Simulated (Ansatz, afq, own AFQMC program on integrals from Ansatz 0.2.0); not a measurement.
**SiGeH2, triplet: a scan with AFQMC**

```json
{"atom": "Si", "x (Å)": "0.0000", "y (Å)": "-0.1395", "z (Å)": "1.6714"}
{"atom": "Ge", "x (Å)": "0.0000", "y (Å)": "0.0566", "z (Å)": "-0.6618"}
{"atom": "H", "x (Å)": "0.0000", "y (Å)": "1.2679", "z (Å)": "2.2283"}
{"atom": "H", "x (Å)": "0.0000", "y (Å)": "-1.4615", "z (Å)": "-1.1039"}
```

The Si1–Ge2 distance is changed with both sides rigid. Energies in kcal/mol count from this geometry (2.341 Å) at the same level; the start stands on UHF, each point on the determinant named.

Basis cc-pVDZ. Only valence electrons are correlated. Ansatz 0.2.0 and our own AFQMC program on the same integrals; the CISD trial comes from CCSD amplitudes, and released means the phaseless constraint is let go. Error bars are statistical, one sigma. No spin–orbit coupling.

Cautions, each for one point or more: cluster runs in doubt by the program's own checks; higher spins were not checked; inner d shell frozen; lower spins were not checked; no relativity below Rb; no spin-orbit coupling; raised T1 diagnostic; released walk and highest rung disagree; the search met a lower determinant of the same kind, perhaps of another symmetry, and this one is a saddle point; unrestricted determinant slightly spin contaminated.

| r(Si1–Ge2) / Å | det. | T1 | weight | ⟨S²⟩ | CCSD(T) | ph-AFQMC/CISD | released AFQMC | CCSDT(Q) | B3LYP | B2PLYP |
| --- | --- | --- | --- | --- | --- | --- | --- | --- | --- | --- |
| 2.111 | UHF | 0.027 | 0.86 | 2.04 | 12.3 | 11.4 ± 0.3 | 12.4 ± 0.5* | 12.5 | 10.8 | 10.8 |
| 2.521 | UHF | 0.047 | 0.82 | 2.04 | 1.4 | 0.5 ± 0.4 | 1.0 ± 0.5* | 1.2 | 1.5 | 1.9 |
| 3.180 | UHF | 0.032 | 0.82 | 2.08 | 25.9 | 26.5 ± 0.4 | 26.5 ± 0.7* | 25.0 | 24.1 | 27.5 |
| 4.370 | UHF | 0.017 | 0.86 | 2.03 | 45.0 | 45.5 ± 0.4 | 45.5 ± 0.5* | 45.4 | 48.5 | 48.4 |

Weight is that of the determinant in the CISD state; at the start T1 is 0.037 and the weight 0.84, and ⟨S²⟩ is 2.04. An asterisk marks released energies that aren't shown to be converged. Largest departures from CCSDT(Q), at the points where its series has closed: CCSD(T) -0.4 kcal/mol at 4.370 (on UHF), ph-AFQMC/CISD -1.1 kcal/mol at 2.111 (on UHF), B3LYP 3.1 kcal/mol at 4.370, B2PLYP 3.0 kcal/mol at 4.370. Functionals count only at points shown to share the start's state and spin. In this small basis the wave-function levels are far from their limit, so their gap to the functionals isn't the functionals' error. In total energy ph-AFQMC/CISD lies 45 ± 10 meV above CCSDT(Q) at the start, so its agreement along the curve rests in part on cancellation.

Some points may be missing: those where a free walk finds a much lower state, and past Zn most of those on another determinant than at the start.

CCSDT and higher add their correlation energy to the determinant of the CCSD(T) run, since their own runs factorise the integrals more tightly (a shift of under 2 meV). A walk keeps the symmetry of its determinant, which the program's search chose and which needn't be the lowest solution, so a lower state of the same spin and another symmetry isn't excluded.
